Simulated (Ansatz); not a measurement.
Geometry optimisation, RKS PBE0-D4/def2-SVP in Ansatz.

Input file:

```yaml
crystal:
  periodic: [false, false, false]
  atoms:
    - { symbol: Al, position_ang: [-0.151987, 0.0, -1.010145] }
    - { symbol: Cl, position_ang: [1.693097, 0.0, 1.878638] }
    - { symbol: H, position_ang: [2.086734, 0.0, 0.602497] }
    - { symbol: H, position_ang: [-1.680844, 0.0, -0.34679] }
basis:
  gaussian: { orbitals: def2-SVP }
hamiltonian:
  xc: pbe0
  dispersion: d4
relax:
  f_tol: 0.03
  max_steps: 50
output:
  orbitals: {}
```

Command:

```bash
$ ansatz run input.yaml --threads 1 --pin off --max-ram 2048MiB --backend cpu --events-out ev --progress --plain --runs-dir out
```

Where does it end, and by what steps?

It converged. After 8 steps the energy has fallen by 0.115 eV; Cl2 moved furthest, 0.69 Å.

```csv
step,energy less start (eV),largest force component (eV/Å),accepted
0,0.0000,1.062,yes
1,-0.0215,0.670,yes
2,-0.0281,0.704,yes
3,-0.0519,0.313,yes
4,-0.0838,0.149,yes
5,-0.0793,1.012,no
6,-0.1018,0.132,yes
7,-0.1066,0.395,yes
8,-0.1151,0.020,yes
```

```xyz
4
Properties=species:S:1:pos:R:3
Al -0.234 0.000 -1.136
Cl 1.226 0.000 1.371
H 2.432 0.000 0.913
H -1.477 0.000 -0.024
```

Run time: 7.7 s on 1 thread of Arm Neoverse V2, with other jobs on the host, peak memory 0.1 GiB.
